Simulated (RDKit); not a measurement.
RDKit input (MMFF94):

```python
from rdkit import Chem
from rdkit.Chem import AllChem, rdDetermineBonds

mol = Chem.MolFromXYZFile('mol.xyz')
rdDetermineBonds.DetermineBonds(mol, charge=0)
print('SMILES', Chem.MolToSmiles(Chem.RemoveHs(mol)))
ff = AllChem.MMFFGetMoleculeForceField(mol, AllChem.MMFFGetMoleculeProperties(mol))
e0 = ff.CalcEnergy()
flag = ff.Minimize(maxIts=5000, forceTol=1e-5)
print(f'energy {e0:.4f} -> {ff.CalcEnergy():.4f} kcal/mol, converged: {flag == 0}')
print(Chem.MolToXYZBlock(mol))
```
mol.xyz:
```
7

C     -0.00000000    -0.00000000     0.00000000
C     -0.00517784    -0.00003491     1.30012584
C      0.00517784     0.00003491    -1.30012584
H     -0.01084802     0.92621741     1.86315371
H     -0.00399217    -0.92631746     1.86313127
H      0.93368018     0.00347788    -1.85945350
H     -0.91884000    -0.00337783    -1.86683148
```

Output:

```
SMILES C=C=C
energy -2.8905 -> -2.9533 kcal/mol, converged: True
7

C     -0.000001    0.000000   -0.000000
C     -0.005163   -0.000035    1.297175
C      0.005163    0.000035   -1.297175
H     -0.010812    0.932189    1.850064
H     -0.003913   -0.932289    1.850040
H      0.939595    0.003498   -1.846342
H     -0.924868   -0.003398   -1.853762
```

The geometry given is a B3LYP-D3(BJ)/def2-TZVP minimum.
